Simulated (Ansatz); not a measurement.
[H···H···BH2], doublet: transfer scan

All five atoms lie in one plane.

Starting geometry:

```xyz
5

H    -2.2638    0.0000    0.0000
H    -1.5188    0.0000    0.0000
B     0.2172    0.0000    0.0000
H     0.7263    0.0000    1.0770
H     0.7263    0.0000   -1.0770
```

From there H2 is moved from one fragment to the other while all else, the fragments' distance too, stays fixed, so the hump isn't the reaction's barrier; atoms are numbered as listed. Energies are in kJ/mol, counted from the starting geometry at the same level. Kohn–Sham curves are unrestricted where that lies lower.

Basis 6-31G; Ansatz 0.2.0. Only valence electrons are correlated (noble-gas cores frozen).

Full CI is exact within this basis and frozen core; it isn't the basis-set limit.

```
distance H1-H2 (Å)    PBE
             0.693   11.9
             0.745    0.0
             0.826   -5.8
             0.907   -5.5
             0.988   -5.2
             1.068   -7.5
             1.149  -11.5
             1.230  -13.7
             1.311   -8.6
```

Question: Estimate the full CI curve in 6-31G from this one, knowing how PBE errs.

Answer: The computed full CI values, in kJ/mol from the starting point, and the error of PBE against them:
```json
{"distance H1-H2 (Å)": "0.693", "full CI": "6.7", "PBE less full CI": "5.2"}
{"distance H1-H2 (Å)": "0.745", "full CI": "0.0", "PBE less full CI": "0.0"}
{"distance H1-H2 (Å)": "0.826", "full CI": "1.6", "PBE less full CI": "-7.4"}
{"distance H1-H2 (Å)": "0.907", "full CI": "7.1", "PBE less full CI": "-12.6"}
{"distance H1-H2 (Å)": "0.988", "full CI": "8.8", "PBE less full CI": "-14.0"}
{"distance H1-H2 (Å)": "1.068", "full CI": "4.2", "PBE less full CI": "-11.7"}
{"distance H1-H2 (Å)": "1.149", "full CI": "-4.9", "PBE less full CI": "-6.6"}
{"distance H1-H2 (Å)": "1.230", "full CI": "-13.3", "PBE less full CI": "-0.3"}
{"distance H1-H2 (Å)": "1.311", "full CI": "-14.3", "PBE less full CI": "5.7"}
```

The error spans 19.7 kJ/mol and is largest, -14.0 kJ/mol, at 0.988 Å.

In so small a basis the reference is far from its limit while semilocal and hybrid functionals are nearer theirs, so the functionals' errors here hold much of the reference's basis and frozen-core error, which can add to them or hide them.
